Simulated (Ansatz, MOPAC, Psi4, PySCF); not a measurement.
Species: C2H6N, charge 0, multiplicity 2. SMILES: CC[NH]
Geometry: optimised at B3LYP-D3(BJ)/def2-TZVP (Ansatz, a program for electronic structure).

Wanted: size of the dipole moment, in D. Terms: open shells spin-unrestricted; 6-311+G** with 5d; spin-orbit terms left out; PM7 with its own dispersion and hydrogen-bond terms; 6-31G* and kin with 6d, 5d where marked; non-relativistic; dispersion terms only where a functional's name holds one. Ab initio and DFT rows: single points at B3LYP-D3(BJ) geometries (Ansatz). Semi-empirical rows: dipoles at the shared geometry.

| level | program | size of the dipole moment (D) |
|---|---|---|
| PM7 | MOPAC | 2.73 |
| SVWN5/6-31G* | Ansatz | 2.14 |
| PBE/STO-3G | Ansatz | 1.82 |
| PBE/3-21G | Ansatz | 2.08 |
| PBE/def2-SVP | Ansatz | 1.94 |
| BLYP/6-31G* | Ansatz | 1.99 |
| BP86/6-31G* (5d) | PySCF | 2.02 |
| B3LYP/STO-3G | Ansatz | 1.82 |
| B3LYP/6-31G | Ansatz | 2.30 |
| B3LYP/6-31G* | Ansatz | 2.02 |
| B3LYP/6-311+G** | Ansatz | 2.21 |
| M06-2X/6-31G* (5d) | PySCF | 2.03 |
| wB97X-D/6-311+G** | Psi4 | 2.24 |

No value to compare with is used here. The 13 habitual levels span 1.82 (PBE/STO-3G) to 2.73 D (PM7).

The levels are drawn from those run, B3LYP/6-31G* more often than the rest, none by its result; runs whose electronic state is in doubt are left out.
